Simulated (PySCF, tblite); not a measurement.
Compound: 4-methyl-2-pentyne, C6H10.
Numbering: `[CH3:1][C:2]#[C:3][CH:4]([CH3:5])[CH3:6]` (hydrogens: H7, H8, H9 on C1; H10 on C4; H11, H12, H13 on C5; H14, H15, H16 on C6)

Computed with GFN2-xTB (tblite), gas phase: Langevin dynamics at 400 K from the optimised GFN2-xTB geometry, time step 0.5 fs, friction 0.01 fs⁻¹, 2000 steps. Over the second half of the run the saved frames average 435 K.

Frame at 250 fs, instantaneous temperature 249 K:
```
atom  x, y, z in Å
C1      2.476    0.784    0.031
C2      1.076    0.314    0.074
C3     -0.086    0.033    0.252
C4     -1.550   -0.283    0.226
C5     -2.438    0.008    1.436
C6     -1.522   -1.776    0.049
H7      2.710    1.541   -0.745
H8      3.069   -0.209    0.090
H9      2.718    1.230    0.951
H10    -1.996    0.139   -0.663
H11    -2.300   -0.762    2.185
H12    -2.234    1.067    1.841
H13    -3.508   -0.161    1.259
H14    -2.444   -2.247   -0.233
H15    -0.922   -2.207   -0.728
H16    -1.173   -2.198    0.984
```

Frame at 425 fs, instantaneous temperature 350 K:
```
atom  x, y, z in Å
C1      1.848    0.541    0.756
C2      0.415    0.250    0.673
C3     -0.771    0.090    0.702
C4     -2.136   -0.492    0.658
C5     -2.684   -0.447    2.094
C6     -2.185   -1.883    0.000
H7      2.251    0.955   -0.084
H8      2.454   -0.285    0.693
H9      2.228    1.067    1.681
H10    -2.708    0.149    0.021
H11    -2.006   -1.076    2.623
H12    -2.629    0.542    2.562
H13    -3.724   -0.700    2.118
H14    -3.025   -2.397    0.337
H15    -2.171   -1.735   -1.010
H16    -1.359   -2.445    0.327
```

Frame at 625 fs, instantaneous temperature 640 K:
```
atom  x, y, z in Å
C1      1.978    0.339    1.339
C2      0.637   -0.185    0.985
C3     -0.481   -0.256    0.589
C4     -1.861   -0.333    0.172
C5     -2.744   -0.288    1.431
C6     -1.999   -1.649   -0.644
H7      1.922    1.421    1.101
H8      2.748   -0.042    0.737
H9      2.250    0.106    2.370
H10    -2.150    0.455   -0.422
H11    -2.586   -1.267    1.805
H12    -2.397    0.507    2.154
H13    -3.774   -0.117    1.115
H14    -2.972   -1.994   -0.387
H15    -2.041   -1.497   -1.700
H16    -1.312   -2.453   -0.341
```

Frame at 800 fs, instantaneous temperature 434 K:
```
atom  x, y, z in Å
C1      2.315   -0.126    1.959
C2      0.895    0.027    1.626
C3     -0.209   -0.048    1.148
C4     -1.535   -0.248    0.585
C5     -2.601    0.082    1.708
C6     -1.682   -1.778    0.233
H7      2.429   -0.116    3.010
H8      2.775    0.796    1.545
H9      2.680   -1.028    1.502
H10    -1.563    0.427   -0.269
H11    -2.528   -0.723    2.468
H12    -2.230    0.983    2.075
H13    -3.571    0.152    1.296
H14    -1.500   -2.240    1.194
H15    -2.670   -1.915   -0.108
H16    -0.928   -2.143   -0.557
```

Frame at 1000 fs, instantaneous temperature 348 K:
```
atom  x, y, z in Å
C1      1.894    0.782    2.195
C2      0.680    0.367    1.611
C3     -0.243    0.189    0.910
C4     -1.558   -0.162    0.424
C5     -2.598    0.241    1.474
C6     -1.675   -1.638    0.185
H7      2.643   -0.048    2.239
H8      1.794    1.013    3.258
H9      2.179    1.659    1.639
H10    -1.627    0.370   -0.529
H11    -2.561   -0.223    2.472
H12    -2.508    1.285    1.639
H13    -3.655   -0.023    1.203
H14    -1.853   -2.087    1.170
H15    -2.499   -1.845   -0.360
H16    -0.717   -2.046   -0.265
```

Q: What do single points at PBE0/pcSseg-1 (PySCF, gas phase) give on these frames?

A: 
```
t (fs)  GFN2-xTB E above start (eV)  DFT E above lowest frame (eV)  HOMO (eV)  LUMO (eV)  dipole (D)
   250                         0.93                           0.27      -7.02       1.11        0.05
   425                         0.93                           0.32      -7.15       1.22        0.52
   625                         0.70                           0.12      -7.04       1.27        0.48
   800                         0.57                           0.00      -7.02       1.35        0.37
  1000                         0.70                           0.16      -7.15       1.31        0.36
```

Both levels order the frames alike by energy; measured from each level's lowest frame they differ by 0.09 eV at most. The HOMO–LUMO gap runs from 8.13 to 8.46 eV. These are instantaneous structures, not minima.

Q: And the isotropic GIAO shieldings (ppm) from the same runs?

A: 
| atom | 250 fs | 425 fs | 625 fs | 800 fs | 1000 fs | mean | range |
| --- | --- | --- | --- | --- | --- | --- | --- |
| C1 | 178.7 | 189.6 | 180.8 | 182.1 | 183.7 | 183.0 | 10.9 |
| C2 | 102.9 | 103.8 | 106.0 | 101.6 | 102.6 | 103.4 | 4.4 |
| C3 | 94.3 | 90.7 | 88.8 | 89.2 | 93.4 | 91.3 | 5.5 |
| C4 | 165.5 | 164.1 | 171.0 | 159.2 | 166.3 | 165.2 | 11.8 |
| C5 | 159.4 | 164.5 | 157.4 | 159.7 | 159.8 | 160.2 | 7.1 |
| C6 | 163.0 | 170.1 | 164.6 | 153.3 | 160.8 | 162.4 | 16.8 |
| H7 | 29.1 | 32.0 | 28.8 | 30.7 | 29.1 | 29.9 | 3.2 |
| H8 | 27.8 | 31.8 | 31.0 | 29.1 | 29.9 | 29.9 | 4.0 |
| H9 | 30.6 | 29.3 | 29.9 | 29.7 | 29.4 | 29.8 | 1.3 |
| H10 | 29.4 | 30.0 | 31.0 | 29.3 | 29.6 | 29.9 | 1.7 |
| H11 | 30.8 | 30.9 | 30.9 | 30.4 | 30.3 | 30.7 | 0.6 |
| H12 | 28.7 | 30.3 | 29.4 | 31.1 | 30.9 | 30.1 | 2.4 |
| H13 | 30.1 | 31.0 | 30.4 | 31.2 | 30.0 | 30.5 | 1.2 |
| H14 | 31.0 | 32.2 | 31.6 | 30.5 | 30.5 | 31.2 | 1.7 |
| H15 | 30.8 | 31.8 | 30.6 | 31.0 | 32.2 | 31.3 | 1.6 |
| H16 | 31.0 | 31.8 | 30.3 | 28.7 | 29.3 | 30.2 | 3.1 |

The cost below is that of the whole dynamics run. Hardware: an Intel Xeon 6975P-C with one thread, no GPU, shared host with 192 logical CPUs at a one-minute load of 52. Cost: 6.6 s of wall time, 0.18 GiB resident at most.
